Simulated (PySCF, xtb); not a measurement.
NO, SMILES [N]=O (connectivity only; charge and spin as stated), charge +1, multiplicity 1.

GFN2-xTB run with xtb 6.7.1 at its own geometry gives an orbital gap of 4.85 eV.

The structure is a stationary point at PBE-D3(BJ)/def2-TZVPD.

Question: What does B3LYP/def2-TZVPD in PySCF give? (Estimate from the structure and the level; the computed values follow.)

Answer: gap 11.46 eV (levels -25.00 and -13.54 eV).
